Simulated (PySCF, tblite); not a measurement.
**F2O2S: calculation against experiment**

**Experimental background.**

From NIST CCCBDB Release 22 (SRD 101), experimental dipoles, for the gas: dipole moment (microwave Stark effect) 1.12 D.

CRC Handbook of Chemistry and Physics lists, for the gas at 298.15 K: standard entropy 284 J/(mol K).

How close the calculation comes is told at the end.

Compound: F₂O₂S.
SMILES with atom numbers: `[O:1]=[S:2](=[O:3])([F:4])[F:5]`

Structure used (PBE0-D3(BJ)/def2-SVP), in Å, numbered top down from 1:
```
atom  x, y, z in Å
O1     0.8887   -0.6280   -1.0601
S2     0.1494   -0.0852    0.0292
O3     0.5196   -0.1509    1.4028
F4    -1.3381   -0.5878   -0.1014
F5    -0.1886    1.4161   -0.3094
```

The PySCF runs (gas phase, on this PBE0-D3(BJ)/def2-SVP geometry; no spin–orbit coupling):

```json
{"level": "PBE0-D3(BJ)/def2-SVP, grid level 1", "job": "geometry optimisation from a GFN2-xTB start shaken at random", "basis functions": "74", "wall time": "10 s"}
{"level": "PBE0/pcSseg-1", "job": "shieldings, charges and field gradients", "basis functions": "92", "wall time": "3.8 s"}
{"level": "mPW1PW91/pcSseg-2", "job": "shieldings", "basis functions": "187", "wall time": "9.6 s"}
{"level": "wB97X-D/def2-SVPD", "job": "10 singlets by full TDDFT, 4 Tamm–Dancoff triplets, polarisability, ΔSCF ions", "basis functions": "119", "wall time": "20 s"}
```

Hardware: one thread, Arm Neoverse V2 (aarch64), no GPU, on a shared host.

GFN2-xTB wavenumbers (cm⁻¹, harmonic, unscaled, at the method's own geometry): 296, 312, 425, 430, 446, 691, 715, 1172, 1407. Point group C2v, symmetry number 2. Entropy at 298.15 K and 1 bar in J/(mol K): translation 166.5, rotation 100.6, vibration 25.1.

Results beside the measurements:

**Dipole moment.** Measured: 1.12 D (NIST CCCBDB Release 22 (SRD 101), experimental dipoles).

```tsv
level	computed (D)	computed − measured (D)	% (from the printed values)
PBE0-D3(BJ)/def2-SVP	0.78	-0.34	-30
PBE0/pcSseg-1	0.79	-0.33	-29
mPW1PW91/pcSseg-2	0.87	-0.25	-22
wB97X-D/def2-SVPD	0.85	-0.27	-24
```

Closest is mPW1PW91/pcSseg-2 (-0.25 D), furthest PBE0-D3(BJ)/def2-SVP (-0.34 D); one molecule doesn't rank methods. All 4 levels lie below the measurement. The computed dipoles belong to one fixed geometry; measured ones are averaged over vibrations unless marked μe. Magnitudes are compared, not signs.

**Standard entropy at 298.15 K.** Measured: 284 J/(mol K) (298.15 K; CRC Handbook of Chemistry and Physics).

```tsv
level	computed (J/(mol K))	computed − measured (J/(mol K))	% (from the printed values)
GFN2-xTB, rigid rotor and harmonic oscillator	292.3	+8.3	+3
```

Ideal gas at 1 bar, most abundant isotopes; table values of this kind come from calorimetry or from spectroscopic constants.

No measured geometry was used, and the causes of the misses weren't examined.
